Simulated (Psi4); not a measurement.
**C2H2N− (SMILES [CH2-]C#N): LCCD/pcseg-0**

What is the vertical electron affinity of C2H2N− at LCCD/pcseg-0? 

Program for the calculation: Psi4 1.11.

6 further runs of the same task are left out: 2 that didn't finish, 4 set aside as unsound or not needed.

**1. The system as given**

The species is C2H2N− (5 atoms), meant as a singlet with charge -1. As SMILES, `[CH2-]C#N`. The coordinates come from a GFN2-xTB relaxation.

Bond lengths: C1–C2 1.349 Å, C2–N3 1.179 Å, C1–H4 1.091 Å, C1–H5 1.090 Å. Angles: C1–C2–N3 174.1°, C2–C1–H4 118.6°, C2–C1–H5 118.8°, H4–C1–H5 114.7°.

**2. Energy and forces at LCCD/pcseg-0**

The input, job.py:

```python
import psi4

psi4.set_memory(1600000000)
psi4.set_num_threads(1)
psi4.core.set_output_file('output.dat', False)

geom = psi4.geometry("""
-1 1
C     -0.51561177     0.77703649    -0.54140653
C      1.01642699    -0.89729866     0.61939553
N      2.52975747    -2.24709223     1.54080709
H     -1.55010455     0.17103911    -2.21791486
H     -1.48046814     2.19629639     0.59911877
units bohr
""")

psi4.set_options({
    'scf_type': 'pk',
    'cc_type': 'conv',
})

e = psi4.gradient('lccd/pcseg-0', molecule=geom)
print('gradient / Eh bohr^-1')
print(e.np.round(6))
for k, v in sorted(psi4.core.scalar_variables().items()):
    print(f'{k:45s} {v:18.10f}')
```

Started as:

```sh
$ python job.py
```

output.dat:

```text
[...]
  Running in c1 symmetry.
[...]
  Nuclear repulsion =   53.226313206977359
[...]
  Multiplicity = 1
[...]
  Nalpha       = 11
  Nbeta        = 11
[...]
    Number of basis functions: 31
[...]
   @RHF iter   1:  -130.80566782026162   -8.14683e-01   1.46167e-02 ADIIS/DIIS
[...]
   @RHF iter  16:  -130.91600812634479   -1.70530e-13   7.12204e-11 DIIS
[...]
    Orbital Energies [Eh]
    ---------------------
    Doubly Occupied:
       1A    -15.290706     2A    -11.028433     3A    -10.954173
       4A     -0.962158     5A     -0.732788     6A     -0.418527
       7A     -0.353566     8A     -0.290902     9A     -0.264872
      10A     -0.191078    11A     -0.046210
[...]
  @RHF Final Energy:  -130.91600812634479
   => Energetics <=
    Nuclear Repulsion Energy =             53.2263132069773590
    One-Electron Energy =                -287.2178197601515421
    Two-Electron Energy =                 103.0754984268293981
    Total Energy =                       -130.9160081263447921
[...]
 Multipole Moments:
 ------------------------------------------------------------------------------------
     Multipole            Electronic (a.u.)      Nuclear  (a.u.)        Total (a.u.)
 ------------------------------------------------------------------------------------
 L = 1.  Multiply by 2.5417464519 to convert [e a0] to [Debye]
 Dipole X            :          1.8813254           -2.4573868           -0.5760614
 Dipole Y            :         -1.8500246            1.9334487            0.0834241
 Dipole Z            :          1.2793032           -1.3223147           -0.0430115
 Magnitude           :                                                    0.5836577
[...]
	SCS-MP2 Total Energy (a.u.)        :  -131.20654264115657
	SOS-MP2 Total Energy (a.u.)        :  -131.20328010484923
	SCSN-MP2 Total Energy (a.u.)       :  -131.04991093700929
[...]
	SOS-PI-MP2 Total Energy (a.u.)     :  -131.22537794934956
[...]
	MP2 Total Energy (a.u.)            :  -131.21306771377121
[...]
```

It took 2.1 s on 1 thread of Intel Xeon 6975P-C (Granite Rapids), shared host; peak memory 0.19 GiB.

**3. Doublet [C2H2N]2−**

The input, input.dat:

```
memory 1.6 GB

molecule molecule1 {
  -2 2
  C     -0.272850     0.411190    -0.286500
  C      0.537870    -0.474830     0.327770
  N      1.338690    -1.189110     0.815360
  H     -0.820280     0.090510    -1.173670
  H     -0.783430     1.162230     0.317040
}

set globals {
  reference uhf
  scf_type pk
  cc_type conv
}

gradient("lccd/pcseg-0")
```

Started as:

```sh
$ psi4 -i input.dat -o output.dat -n 1
```

output.dat:

```text
[...]
  Running in c1 symmetry.
[...]
  Nuclear repulsion =   53.226313182414849
[...]
  Multiplicity = 2
[...]
  Nalpha       = 12
  Nbeta        = 11
[...]
    Number of basis functions: 31
[...]
   @UHF iter   1:  -130.29142545501020   -3.00441e-01   2.00347e-02 DIIS/ADIIS
[...]
   @UHF iter  28:  -130.50769294147344    5.68434e-14   7.88511e-11 DIIS
[...]
   @S^2 Observed:                7.702059920E-01
[...]
    Orbital Energies [Eh]
    ---------------------
    Alpha Occupied:
       1A    -14.961030     2A    -10.692573     3A    -10.687958
       4A     -0.661220     5A     -0.455588     6A     -0.159202
       7A     -0.110512     8A     -0.011932     9A      0.024607
      10A      0.025641    11A      0.216422    12A      0.378477
    Alpha Virtual:
      13A      0.630688    14A      0.732492    15A      0.796034
      16A      0.903440    17A      0.984071    18A      1.307650
      19A      1.430049    20A      1.477037    21A      1.535366
      22A      1.588200    23A      1.620663    24A      1.629508
      25A      1.652439    26A      1.770754    27A      1.867336
[...]
  @UHF Final Energy:  -130.50769294147344
   => Energetics <=
    Nuclear Repulsion Energy =             53.2263131824148488
    One-Electron Energy =                -293.1907916981975859
    Two-Electron Energy =                 109.4567855743092935
    Total Energy =                       -130.5076929414734366
  UHF NO Occupations:
  HONO-2 :   10  A 1.9980170
  HONO-1 :   11  A 1.9937749
[...]
 Multipole Moments:
 ------------------------------------------------------------------------------------
     Multipole            Electronic (a.u.)      Nuclear  (a.u.)        Total (a.u.)
 ------------------------------------------------------------------------------------
 L = 1.  Multiply by 2.5417464519 to convert [e a0] to [Debye]
 Dipole X            :          2.4613059           -2.4573868            0.0039191
 Dipole Y            :         -2.2635702            1.9334487           -0.3301215
 Dipole Z            :          1.5664522           -1.3223147            0.2441375
 Magnitude           :                                                    0.4106077
[...]
	SCS-MP2 Total Energy (a.u.)        :  -130.78007868425590
	SOS-MP2 Total Energy (a.u.)        :  -130.77610519400471
	SCSN-MP2 Total Energy (a.u.)       :  -130.63768963872005
[...]
	SOS-PI-MP2 Total Energy (a.u.)     :  -130.79675229035328
[...]
	MP2 Total Energy (a.u.)            :  -130.78802566475827
[...]
```

It took 2.6 s on 1 thread of Intel Xeon 6975P-C (Granite Rapids), shared host; peak memory 0.2 GiB.

**4. Summary of results**

At LCCD/pcseg-0:

```
                                                                     quantity          value
                                                 singlet C2H2N−: total energy  -131.22221 Eh
                          singlet C2H2N−: HOMO energy (Hartree–Fock orbitals)       -1.26 eV
                          singlet C2H2N−: LUMO energy (Hartree–Fock orbitals)       11.74 eV
        singlet C2H2N−: HOMO–LUMO gap (to an unbound level, set by the basis)       12.99 eV
                                           singlet C2H2N−: correlation energy     -306.2 mEh
                                     singlet C2H2N−: largest force on an atom     2.516 eV/Å
                                              doublet [C2H2N]2−: total energy  -130.80293 Eh
doublet [C2H2N]2−: HOMO energy (Hartree–Fock orbitals) (highest over α and β)       10.30 eV
 doublet [C2H2N]2−: LUMO energy (Hartree–Fock orbitals) (lowest over α and β)       17.16 eV
                                        doublet [C2H2N]2−: correlation energy     -295.2 mEh
                         doublet [C2H2N]2−: ⟨S²⟩ of the reference determinant          0.770
                                  doublet [C2H2N]2−: largest force on an atom     8.540 eV/Å
                          vertical electron affinity (to the doublet dianion)     -11.409 eV
```

**Reading.** The dianion lies 11.41 eV (263 kcal/mol) above the anion: the electron isn't bound at this level, and such a value depends on the basis. Without diffuse functions anions come out too high. The largest force (singlet C2H2N−) is 2.52 eV/Å: the shape isn't a stationary point for this species at this level. The HOMO (doublet [C2H2N]2−) lies at positive energy, 10.30 eV: the electron is unbound at this level or held by a compact basis; values depend on the basis.
